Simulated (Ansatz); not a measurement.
H2Si–Ge, triplet in cc-pVDZ: errors against UCCSDT(Q)

Geometry: displaced at random from a stationary point.

```yaml
atoms:
  - { symbol: Si, position_ang: [0.1175, -0.0049, 1.6297] }
  - { symbol: Ge, position_ang: [-0.0474, 0.0035, -0.7007] }
  - { symbol: H, position_ang: [0.0292, 1.1630, 2.5361] }
  - { symbol: H, position_ang: [0.1123, -1.2762, 2.5543] }
```

Basis cc-pVDZ; Ansatz 0.2.0. Correlated methods freeze the noble-gas cores and the filled d shells of p-block atoms, which leaves 10 electrons in 36 orbitals. R marks a restricted (for open shells ROHF) determinant, U an unrestricted one. Active spaces: valence = (10e, 10o) chosen from the atoms' valence shells. No spin–orbit coupling is included, and no scalar relativity.

Full CI isn't at hand for all of this; UCCSDT(Q) serves as the reference, and is uncertain by about the last step of the cluster series. The frozen core follows each run's orbitals, which can shift R against U totals by a few meV for light atoms and by up to 0.1 eV past Ca.

* UHF ⟨S²⟩: 2.032
* T1 diagnostic (RCCSD): 0.0205
* largest doubles amplitude (RCCSD): 0.052
* T1 diagnostic (UCCSD): 0.0224

```csv
level,E − E(RHF) (eV)
UHF,-0.1367
UMP2,-4.0422
UCCSD,-5.0593
UCCSD(T),-5.2208
```

Estimate how far UCCSDT(Q) in cc-pVDZ lies from UCCSD(T). The table doesn't fix it; the size of (T) and the diagnostics are the guide.

UCCSDT(Q) in cc-pVDZ lies 1.11 kcal/mol below UCCSD(T), which is 30 % of the (T) step (-3.72 kcal/mol). The diagnostics give no warning, yet the rest is a sizeable part of (T). The miss exceeds 1 kcal/mol.

The other levels:

```tsv
level	E − E(UCCSDT(Q)) (kcal/mol)	share of correlation (%)	wall time
UCCSDT	0.22	99.82	–
```

The correlation energy at UCCSDT(Q), counted from RHF, is -5.269 eV. That run took 29 s on 1 thread of Arm Neoverse V2, shared host.

Run but not shown, since their state or frozen core can't be matched to the reference's or they repeat it: RHF, RMP2, CISD, RCCSD, RCCSD(T), BCCD(T), RCCSDT, RCCSDT(Q), CASSCF (valence space), NEVPT2 (valence space), NEVPT4(SD) (valence space), MRCISD (valence space), MRCISD+Q (valence space).

Times hold each run's SCF and search for its determinant on a shared host, so for small cases they say little of a method's own cost; they ran on 1 thread of Arm Neoverse V2.

Natural occupations of CASSCF (valence space) about the gap: 1.984 1.977 1.970 1.942 0.999 0.994 0.049 0.040 0.024 0.020; effectively unpaired electrons, Σ n²(2−n)², 2.04.
